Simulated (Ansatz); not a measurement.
Grey tin (α-Sn), treated with BLYP (PAW; Ansatz, an electronic-structure program).

Settings: plane-wave cutoff 520 eV, 20×20×20 k mesh, Fermi–Dirac smearing 0.05 eV, scalar-relativistic PAW data made under PBE.

Computed at the level's own relaxed cell.

```xyz
2
Lattice="0.0000 3.4063 3.4063 3.4063 0.0000 3.4063 3.4063 3.4063 0.0000" Properties=species:S:1:pos:R:3 pbc="T T T"
Sn     3.4063     3.4063     3.4063
Sn     5.1094     5.1094     5.1094
```

Task: Give the elastic tensor (Voigt notation, GPa, ions relaxed, in the Cartesian axes of the cell as printed).

Result: 
```
   45.6    19.4    19.4     0.0     0.0     0.0
   19.4    45.6    19.4     0.0     0.0     0.0
   19.4    19.4    45.6     0.0     0.0     0.0
    0.0     0.0     0.0    22.0     0.0     0.0
    0.0     0.0     0.0     0.0    22.0     0.0
    0.0     0.0     0.0     0.0     0.0    22.0
```

Measured, for comparison: elastic constant C11 69 GPa, elastic constant C12 29.3 GPa, elastic constant C44 36.2 GPa (low temperature, zero-point motion not removed; as tabulated in Tanner et al. (2021), arXiv:2110.11888). Computed (rounded) less measured: elastic constant C11 -34 %, elastic constant C12 -34 %, elastic constant C44 -39 %.

Note: the solid has no gap at this level, which affects its response.

The computed numbers hold no vibrational or temperature effects.
